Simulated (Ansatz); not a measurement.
Start from `CCNN` and change one atom or group to get `CCNCF`.

Ansatz, PBE0-D4/def2-TZVP geometries, multiplicity 1. Each molecule was computed in one conformer, which needn't be the lowest.

```json
{"property": "HOMO energy (B3LYP/def2-TZVPP) / eV", "`CCNN`": "-6.36"}
{"property": "zero-point energy (PBE0-D4/def2-TZVP) / kJ/mol", "`CCNN`": "289.9"}
{"property": "HOMO–LUMO gap (PBE0/def2-TZVPP) / eV", "`CCNN`": "7.55"}
{"property": "HOMO energy (ωB97M-V/def2-TZVPP) / eV", "`CCNN`": "-8.98"}
{"property": "size of the dipole moment (ωB97M-V/def2-TZVPP) / D", "`CCNN`": "1.70"}
{"property": "LUMO energy (PBE0/def2-TZVPP) / eV", "`CCNN`": "0.97"}
```

Give the same properties after the change, and the shifts. (An estimate is asked.)

Ansatz gave: 
```tsv
property	`CCNCF`	shift
HOMO energy (B3LYP/def2-TZVPP) / eV	-7.00	-0.64
zero-point energy (PBE0-D4/def2-TZVP) / kJ/mol	301.3	11.4
HOMO–LUMO gap (PBE0/def2-TZVPP) / eV	8.38	0.83
HOMO energy (ωB97M-V/def2-TZVPP) / eV	-9.60	-0.62
size of the dipole moment (ωB97M-V/def2-TZVPP) / D	1.43	-0.27
LUMO energy (PBE0/def2-TZVPP) / eV	1.16	0.19
```

With PBE0 the HOMO falls by 0.64 eV and the LUMO rises by 0.19 eV, so the gap widens by about 0.83 eV. PBE moves the HOMO by -0.67 eV and ωB97M-V by -0.62 eV. The zero-point energy changes by 11.4 kJ/mol with +3 modes. Dipoles are sizes alone; their direction can turn.

B3LYP here is the variant with VWN-RPA as its local correlation; programs differ in this.
